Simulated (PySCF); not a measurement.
Gas-phase reaction: BF₃ + 3 H + 3 Cl = BCl₃ + 3 HF

Energies from PySCF, thermal terms from the rigid-rotor harmonic-oscillator model, ideal gas at 1 bar. 'Table' is the NASA 1993 thermochemical table (part measured, part estimated). † marks an energy on the PBE0/def2-TZVP geometry and frequencies; other levels use their own. MP2 and CCSD(T) freeze the core. 6-31G* has spherical d functions here. Open shells (unrestricted): H (multiplicity 2), Cl (multiplicity 2, electronic degeneracy 6); the rest are closed-shell singlets. Spin-orbit splitting is ignored; it lowers the true energy and changes the entropy of Cl. For this reaction the table lies outside the span of B3LYP, CCSD(T), M06-2X, MP2, PBE0, r2SCAN, ωB97M-V, ωB97X-V in their largest bases here; which side is off was not settled. MP2 isn't extrapolated to the basis-set limit; its ΔH°(298 K) is -966.0 kJ in def2-SVP and -1098.3 kJ in def2-TZVPP. CCSD(T) isn't extrapolated to the basis-set limit; its ΔH°(298 K) is -964.6 kJ in def2-SVP and -1071.0 kJ in def2-TZVPP. The harmonic model lacks anharmonicity and excited electronic states, which grow with temperature; levels with a mode under 35 cm⁻¹ are left out.

```json
[
 {"level": "table", "ΔH°(298 K), kJ": "-1102.8", "minus table": "-", "ΔG°(1800 K), kJ": "-537.2"},
 {"level": "CCSD(T)/def2-SVP†", "ΔH°(298 K), kJ": "-964.6", "minus table": "138.2", "ΔG°(1800 K), kJ": "-388.2"},
 {"level": "HF/6-31G*", "ΔH°(298 K), kJ": "-539.0", "minus table": "563.8", "ΔG°(1800 K), kJ": "38.4"},
 {"level": "M06-2X/def2-TZVP†", "ΔH°(298 K), kJ": "-1059.8", "minus table": "43.0", "ΔG°(1800 K), kJ": "-483.3"},
 {"level": "MP2/def2-SVP†", "ΔH°(298 K), kJ": "-966.0", "minus table": "136.8", "ΔG°(1800 K), kJ": "-389.5"},
 {"level": "PBE0/def2-QZVP†", "ΔH°(298 K), kJ": "-1087.8", "minus table": "15.0", "ΔG°(1800 K), kJ": "-511.4"},
 {"level": "ωB97X-V/def2-TZVP†", "ΔH°(298 K), kJ": "-1069.9", "minus table": "32.9", "ΔG°(1800 K), kJ": "-493.5"}
]
```
